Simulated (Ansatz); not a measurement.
# BNH3 (SMILES B[NH]): methods side by side

BNH3 has 5 atoms, charge 0, and is taken as a doublet. As SMILES, `B[NH]`. The shape was relaxed beforehand at PBE0/def2-SVP.

```xyz
5

B    -0.3059   -0.3794   -0.0671
N     0.5485    0.6360    0.0462
H    -0.4565   -1.1597    0.8612
H    -0.9460   -0.5433   -1.0927
H     1.2098    1.3728    0.2109
```

Quantity: the dissociation energy of the N2–B1 bond into singlet NH and doublet BH2 (shapes relaxed at PBE0/def2-SVP, no zero-point term), in eV. The values are calculated.

| level | kind | program | value (eV) | less CCSD(T)/def2-TZVPP | CPU time (all runs) |
| --- | --- | --- | --- | --- | --- |
| UHF/def2-TZVPP | Hartree–Fock | Ansatz | 6.47 | -0.69 | 0.46 s |
| USVWN5/def2-TZVPP | LDA | Ansatz | 9.07 | +1.91 | 0.83 s |
| UPBE/def2-TZVPP | GGA | Ansatz | 8.16 | +1.00 | 1.6 s |
| U-r2SCAN/def2-TZVPP | meta-GGA | Ansatz | 8.12 | +0.96 | 2.4 s |
| UB3LYP/def2-TZVPP | global hybrid | Ansatz | 7.68 | +0.52 | 1.5 s |
| UCAM-B3LYP/def2-TZVPP | range-separated hybrid | Ansatz | 7.76 | +0.60 | 1.7 s |
| UB2PLYP/def2-TZVPP | double hybrid | Ansatz | 7.63 | +0.47 | 1.9 s |
| UCCSD(T)/def2-TZVPP | coupled cluster or CI | Ansatz | 7.16 | 0.00 | 6.4 s |

Differences are taken from UCCSD(T)/def2-TZVPP for orientation; it has basis-set and higher-order errors of its own. The values span 6.47 to 9.07 eV. Hartree–Fock misses the correlation of the electron pair that is broken and comes out low. A fragment with an even electron count was run as a singlet and may have a lower triplet. Measured bond enthalpies also hold zero-point and thermal terms, a few tenths of an eV less. Times are those of the runs behind each value, whatever else they computed, on shared processors of several kinds: orders of magnitude only.
